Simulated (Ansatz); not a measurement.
**AsH₃, singlet in cc-pVDZ: errors against RCCSDTQ**

Geometry: displaced at random from a stationary point.

```json
{"atom": "As", "x (Å)": "0.0035", "y (Å)": "0.0012", "z (Å)": "-0.0333"}
{"atom": "H", "x (Å)": "1.0978", "y (Å)": "0.0236", "z (Å)": "0.8326"}
{"atom": "H", "x (Å)": "-0.7338", "y (Å)": "1.0640", "z (Å)": "0.8145"}
{"atom": "H", "x (Å)": "-0.6257", "y (Å)": "-1.1802", "z (Å)": "0.8317"}
```

Basis cc-pVDZ; Ansatz 0.2.0. Correlated methods freeze the noble-gas cores and the filled d shells of p-block atoms, which leaves 8 electrons in 28 orbitals. R marks a restricted (for open shells ROHF) determinant. Active spaces: valence = (8e, 7o) chosen from the atoms' valence shells. No spin–orbit coupling is included, and no scalar relativity.

Full CI isn't at hand for all of this; RCCSDTQ serves as the reference, and is uncertain by about the last step of the cluster series.

* UHF ⟨S²⟩: 0.000
* T1 diagnostic (RCCSD): 0.0110
* largest doubles amplitude (RCCSD): 0.059

```
                   level  E − E(RCCSDTQ) (kJ/mol)  share of correlation (%)  wall time
                     RHF                    410.7                      0.00          –
                    RMP2                     83.7                     79.62          –
                    CISD                     30.5                     92.57     0.39 s
                   RCCSD                     10.5                     97.44          –
                RCCSD(T)                      1.9                     99.54     0.36 s
                 BCCD(T)                      1.9                     99.55     0.33 s
                  RCCSDT                      0.4                     99.90          –
               RCCSDT(Q)                      0.0                     99.99     0.99 s
  CASSCF (valence space)                    275.0                     33.03          –
  NEVPT2 (valence space)                     67.8                     83.49      1.4 s
  MRCISD (valence space)                     12.7                     96.91          –
MRCISD+Q (valence space)                     -0.5                    100.11      1.8 s
```

The correlation energy at RCCSDTQ, counted from RHF, is -4.257 eV. That run took 20 s on 1 thread of Intel Xeon 6975P-C, shared host.

Times hold each run's SCF and search for its determinant on a shared host, so for small cases they say little of a method's own cost; they ran on 1 thread of Intel Xeon 6975P-C.

Natural occupations of CASSCF (valence space) about the gap: 1.995 1.980 1.969 1.964 0.039 0.033 0.020; effectively unpaired electrons, Σ n²(2−n)², 0.02.
